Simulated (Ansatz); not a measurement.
A made-up structure of CH2N (charge +1), closed shell:

C1  (0.391, 0.299, -0.309)
N2  (-0.368, -0.281, 0.292)
H3  (-1.055, -0.804, 0.835)
H4  (1.105, 0.841, -0.875)
(Å)

It is relaxed with PBE-D4/def2-SVP and then PBE0-D4/def2-TZVP (Ansatz 0.2.0). Atoms count as bonded within 1.22 times the sum of their covalent radii (H–H: 0.88 Å). The end point is not checked to be a true minimum.

(1) Does its bonding change? (A judgement: the text doesn't fix the answer.)

Answers

(1) Computed: No: no bond forms or breaks.

Where it ends: The first stage lowers the energy by 0.07 eV in 3 steps. It ends as CH₂N ([CH][NH]), total charge +1:
```
4
angstrom
C 0.3864 0.2948 -0.3060
N -0.3729 -0.2845 0.2953
H -1.0560 -0.8048 0.8366
H 1.1153 0.8499 -0.8836
```

Labels in which every atom is bracketed show which atoms are joined, not bond orders.

For scale, one of the runs: PBE0-D4/def2-TZVP relaxation, 74 basis functions, launched by `ansatz run in.yaml --threads 2 --pin off --events-out ev --progress --plain --max-ram 4352MiB`. Hardware: 2 CPU threads of an Arm Neoverse V1, shared host. Wall time about 2.4 s.
